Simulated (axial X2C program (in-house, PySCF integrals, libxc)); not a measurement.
# SiF⁺: bond curves with and without spin–orbit coupling

Aim: find the lowest determinant of SiF⁺, scan the bond at several levels and fit the constants, once spin-free and once with spin–orbit coupling.

Computed with an in-house X2C program for linear molecules on PySCF integrals. Level: all-electron X2C, Si dyall-v3z, F dyall-av3z.

All values are calculated.

## (1) Set-up

task.json

```json
{"zs": [14, 9], "q": 1, "bas": ["dyall-v3z", "dyall-av3z"], "levels": ["PBE0", "HF", "B3LYP"], "cc": true, "r0": 1.8, "thr": -2.0, "nmax": 90, "npts": 10, "nst": 2, "ntry": 6}
```

Keys: zs atomic numbers; q charge; bas basis sets; levels methods (HF also brings MP2); cc coupled cluster on or off; r0 starting distance in Å; thr threshold in hartree for freezing inner shells (an s shell follows its p shell); nmax most natural virtual spinors; npts points asked for on the curve; nst determinants followed; ntry starts of the search.

The run is started by

```bash
$ python so2c.py task.json out
```

Spin-free means the one-electron spin-free X2C Hamiltonian; two-component (2c) means X2C with spin–orbit coupling and atomic mean-field two-electron Coulomb and Gaunt terms. Basis: Si dyall-v3z contracted to [8s7p2d1f], F dyall-av3z contracted to [7s6p3d2f]; Gaussian nuclei, density fitting. Masses: Si 27.977 u, F 18.998 u.

Notation: σ, π±, δ± give the projection m of an orbital's angular momentum (0, ±1, ±2), α and β its spin, Λ and M_S the sums; ω is the projection of a spinor's total angular momentum and Ω the sum. Logs are in hartree.

After this run come: PBE0, spin-free; HF, spin-free; B3LYP, spin-free; Correlated methods, spin-free; PBE0, 2c; HF, 2c; B3LYP, 2c; MP2 and beyond, 2c.

Before running it: what results should come out? Wanted: for each run, Hamiltonian; Re; ωe; De; μ.

**Answer**, as computed:

Lowest determinant that the search found at its distance, spin-free: M_S = 0, Λ = 0 (closed shell).

Lowest determinant that the search found at its distance, 2c: Ω = 0 (closed shell).

| Hamiltonian | level | Re (Å) | ωe (cm⁻¹) | De (eV) | μ (D) |
| --- | --- | --- | --- | --- | --- |
| spin-free | PBE0 | 1.547 | 1019 | 6.59 | -3.49 |
| spin-free | HF | 1.521 | 1096 | 4.79 | -3.56 |
| spin-free | MP2 | 1.551 | 1018 | 7.00 | n/a |
| spin-free | CCSD | 1.543 | 1040 | 6.49 | n/a |
| spin-free | CCSD(T) | 1.549 | 1021 | 6.65 | n/a |
| spin-free | B3LYP | 1.553 | 1001 | 6.63 | -3.58 |
| 2c | PBE0 | 1.547 | 1019 | 6.59 | -3.49 |
| 2c | HF | 1.521 | 1096 | 4.71 | -3.56 |
| 2c | MP2 | 1.552 | 1018 | 6.97 | n/a |
| 2c | CCSD | 1.543 | 1041 | 6.46 | n/a |
| 2c | CCSD(T) | 1.549 | 1022 | 6.62 | n/a |
| 2c | B3LYP | 1.553 | 1001 | 6.63 | -3.58 |

Dipoles are positive if F is the positive end and refer to the centre of mass.

In words: At CCSD(T), going from spin-free to two-component changes Re by 0 mÅ, ωe by +0.1 %, which is small (part of it comes from the scalar share of the two-electron terms). De moves by -0.03 eV; both De rest on single-determinant atoms, which can miss part of an open shell's spin–orbit lowering.

De refers to Si+ + F, each in the lowest determinant found, which need not be this curve's own limit. The state is a single determinant with fixed occupations, the lowest that a limited PBE0 search found. The closed shell is kept restricted; where the fragments are open shells, the energy then runs too high at long range. Dissociation energies refer to the lowest single-determinant-based atoms at the same level and basis. CCSD and (T) use frozen natural virtuals with an MP2 correction for the truncation.
